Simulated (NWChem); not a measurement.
**Ionisation of BCl$_{3}$**

```xyz
4

B      0.0000     0.0000     0.0000
Cl     0.0000     0.0000     1.7421
Cl     1.5087     0.0000    -0.8710
Cl    -1.5087     0.0000    -0.8710
```
Charge 0, spin multiplicity 1.

Everything below was run with NWChem. All single points use one geometry, from PBE0/def2-SVP, a minimum by its harmonic frequencies.

Basis set: def2-TZVP. −ε marks an orbital energy of the parent.

B3LYP has NWChem's definition, with VWN1-RPA local correlation. The structure started from a generated list of species.

Q: Order these methods by the first vertical ionisation energy they give, lowest first: −ε(HOMO) of LDA (SVWN5), −ε(HOMO) of B3LYP, −ε(HOMO) of HF, −ε(HOMO) of PBE, −ε(HOMO) of M06-2X.

A: −ε(HOMO) of PBE (7.66 eV), −ε(HOMO) of LDA (SVWN5) (7.79 eV), −ε(HOMO) of B3LYP (8.80 eV), −ε(HOMO) of M06-2X (10.47 eV), −ε(HOMO) of HF (12.45 eV)
